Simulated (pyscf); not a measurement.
PySCF, gas phase, ωB97X-D3(BJ)/def2-SVP geometries.

### Question
For the elementary gas-phase step `[CH]=[C]=[CH2]` [doublet] + `[H][H]` → `[CH2]=[C]=[CH2]` + `[H]` [doublet] (doublet surface; H–H broken, C–H formed), what barrier and reaction energy does ωB97M-D3(BJ)/def2-TZVP give, measured from the separated reactants?

### Answer
ΔE‡ = 20.8 kcal/mol, ΔE = +9.6 kcal/mol. Zero-point energy shifts the barrier by +0.7 kcal/mol. It is a hydrogen abstraction, with an imaginary mode of 1595i cm⁻¹. This is the saddle that the search found; another between the same sides may lie lower. The angle at the transferred H is 178°.
